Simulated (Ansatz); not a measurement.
**AlSiH (triplet): wave-function methods side by side at distance Si1–Al2 = 2.390 Å, 6-31G**

Aim: climb from Hartree-Fock through coupled cluster and multireference methods for AlSiH (triplet) at one geometry and basis, and see what each rung misses.

The runs use Ansatz 0.2.0, Gaussian basis; 6-31G, core rule «outside noble gas», up to 10 orbitals frozen.

Plan: UHF; CCSD(T) on ROHF; CCSD(T) on UHF; BCCD(T) on ROHF; CISD; CCSDT(Q) on ROHF; CCSDT(Q) on UHF; CCSDTQ on ROHF; CCSDTQ on UHF; CASSCF and MRCISD+Q, 4 electrons in 4 orbitals; CASSCF and NEVPT2, 4 electrons in 4 orbitals; CASSCF and MRCISD+Q, 8 electrons in 9 orbitals; CASSCF and MRCISD+Q(relaxed), 8 electrons in 9 orbitals; CASSCF and NEVPT2, 8 electrons in 9 orbitals; Full CI.

31 further runs of the same task are left out: 2 for a mislabelled method, 23 that didn't finish, 6 set aside as unsound or not needed.

### 1 The system

The geometry derives from a PBE0/def2-TZVP stationary point (not a proven minimum). One bond is set to the value named and the two fragments are kept rigid.

3 atoms, charge 0, spin multiplicity 3.

Atoms are counted from 1 here; the program's logs count them from 0.

Bond lengths: Si1–Al2 2.390 Å, Si1–H3 1.598 Å. Angles: Al2–Si1–H3 57.3°.

Geometry (Å):

```xyz
3
AlHSi
Si    0.0000   -0.0360    1.1654
Al    0.0000   -0.0118   -1.2249
H     0.0000    1.3177    0.3154
```

### 2 UHF

File in.yaml:

```yaml
crystal:
  periodic: [false, false, false]
  atoms:
    - {symbol: Si, position_ang: [0.000000, -0.035961, 1.165412]}
    - {symbol: Al, position_ang: [0.000000, -0.011793, -1.224879]}
    - {symbol: H, position_ang: [0.000000, 1.317723, 0.315431]}
basis:
  gaussian: {orbitals: 6-31G}
magnetization: {spin_polarized: true, initial_magnetization: 2}
hamiltonian: {xc: hf}
output: {orbitals: {seedname: orbitals}}
```

Run with:

```
> ansatz run in.yaml --threads 1 --pin off --events-out ev --progress --plain --max-ram 2393MiB
```

After this run come: CCSD(T) on ROHF; CCSD(T) on UHF; BCCD(T) on ROHF; CISD; CCSDT(Q) on ROHF; CCSDT(Q) on UHF; CCSDTQ on ROHF; CCSDTQ on UHF; CASSCF and MRCISD+Q, 4 electrons in 4 orbitals; CASSCF and NEVPT2, 4 electrons in 4 orbitals; CASSCF and MRCISD+Q, 8 electrons in 9 orbitals; CASSCF and MRCISD+Q(relaxed), 8 electrons in 9 orbitals; CASSCF and NEVPT2, 8 electrons in 9 orbitals; Full CI.

Before running them: what should the planned runs give, taken together? Wanted: FCI below the RHF energy; RMP2 from FCI; UMP2 from FCI; RCCSD from FCI; RCCSD(T) from FCI; UCCSD(T) from FCI; RCCSDT(Q) from FCI; UCCSDT(Q) from FCI; MRCISD+Q pair from FCI.

**Answer**, as computed:

```
                         quantity                                                                                                                                                            value
         FCI below the RHF energy                                                                                                                                                       -2.7373 eV
                    RMP2 from FCI                                                                                                                                                  +18.66 kcal/mol
                    UMP2 from FCI                                                                                                                                                  +19.36 kcal/mol
                   RCCSD from FCI                                                                                                                                                   +2.60 kcal/mol
                RCCSD(T) from FCI                                                                                                                                                   +0.77 kcal/mol
                UCCSD(T) from FCI                                                                                                                                                   +0.72 kcal/mol
               RCCSDT(Q) from FCI                                                                                                                                                   +0.04 kcal/mol
               UCCSDT(Q) from FCI                                                                                                                                                   +0.01 kcal/mol
           MRCISD+Q pair from FCI                                                                                                                                                   -0.59 kcal/mol
          NEVPT2 valence from FCI                                                                                                                                                   +5.04 kcal/mol
        MRCISD+Q valence from FCI                                                                                                                                                   +0.14 kcal/mol
levels within 1 kcal/mol (43 meV)  RCCSD(T), UCCSD(T), BCCD(T), RCCSDT, UCCSDT, RCCSDT(Q), UCCSDT(Q), RCCSDTQ, UCCSDTQ, MRCISD+Q pair, MRCISD valence, MRCISD+Q valence, MRCISD+Q(relaxed) valence
                    T1 diagnostic                                                                                                                                                            0.044
   effectively unpaired electrons                                                                                                                                                             2.09
```

RCCSD(T) lands +0.77 kcal/mol from the yardstick (1.2 % of the correlation energy). MRCISD+Q pair, MRCISD+Q(relaxed) valence fall below full CI: the +Q correction isn't variational, and the cores differ from full CI's. The occupations are near whole numbers, but T1 = 0.044 shows that the orbitals relax strongly. Of the multireference levels listed MRCISD+Q(relaxed) valence comes nearest in total energy (-0.09 kcal/mol), which doesn't show that its space is the better one. These misses are within one basis, not against nature; the frozen cores of restricted and unrestricted runs differ, which can shift their rows.
